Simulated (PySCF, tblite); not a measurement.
# C₄H₆N radical: geometry, infrared bands and EPR parameters

What infrared bands and EPR parameters should C₄H₆N radical (`[CH2]C#CCN`) show?

Computed with tblite 0.8.0 and PySCF 2.14.0, with density-fitted response routines of our own, on a single molecule in the gas phase. Atoms count from 0, in the outputs and in this text.

### 1 Starting geometry

11 atoms, charge 0, multiplicity 2; geometry from: force field or distance geometry start.

Bonds of the start (Å): C0–C1 1.49, C1–C2 1.20, C2–C3 1.47, C3–N4 1.44, C0–H5 1.11, C0–H6 1.11, C3–H7 1.11, C3–H8 1.14, N4–H9 1.04, N4–H10 1.02.

### 2 Relaxing the molecule with GFN2-xTB

What the job is given:

```
{"job": {"kind": "relax", "xc": "GFN2-xTB", "basis": "xTB"}, "charge": 0, "multiplicity": 2}
C      2.705500     0.404300    -0.436500
C      1.279900     0.048200    -0.210600
C      0.139200    -0.258700     0.014900
C     -1.267600    -0.608100     0.276200
N     -2.158100     0.489300     0.025400
H      3.294800    -0.525400    -0.554800
H      3.146300     0.930200     0.435400
H     -1.531600    -1.533900    -0.276500
H     -1.413500    -0.831400     1.383500
H     -2.514700     0.531600    -0.955300
H     -1.674700     1.356700     0.272400
```

Run with:

```sh
OMP_NUM_THREADS=1 python probes_run.py task.json out
```

The driver reads the jobs from task.json and runs them one after another.

**Question.** This job is followed by: GFN2-xTB harmonic vibrations, gas phase; UKS B3LYP, pcH-1 on C H N, non-relativistic, mean-field spin-orbit, GIAO. Predict these results of the whole session: strongest single infrared mode (GFN2-xTB); zero-point energy (GFN2-xTB); g(iso) (B3LYP); ⟨S²⟩; largest a(iso) (averaged by class); surface potential, 1st and 99th percentile.

**Answer**, as computed:

```
                                 quantity                 value
strongest single infrared mode (GFN2-xTB)  965 cm⁻¹, 207 km/mol
             zero-point energy (GFN2-xTB)         53.6 kcal/mol
                           g(iso) (B3LYP)               2.00268
                                     ⟨S²⟩    0.769 (exact 0.75)
       largest a(iso) (averaged by class)  13C on C1, -62.0 MHz
    surface potential, 1st and 99th percentile    -1.60 V and 1.39 V
```

**Reading.** Over 69 steps the energy fell by 0.876 eV; of the close pairs, C0–C1 changed most, 1.487 to 1.350 Å. All 27 modes are real, so the xTB geometry is a minimum. The strongest single mode, at 965 cm⁻¹, is spread over many atoms; the largest shares are those of N4, H9. Unscaled tight-binding wavenumbers are off by several per cent, some by more. Its intensities can rank the bands wrongly. C0 carries the largest spin population, 0.77 e. The isotropic g lies 0.4 ppt above the free-electron value.
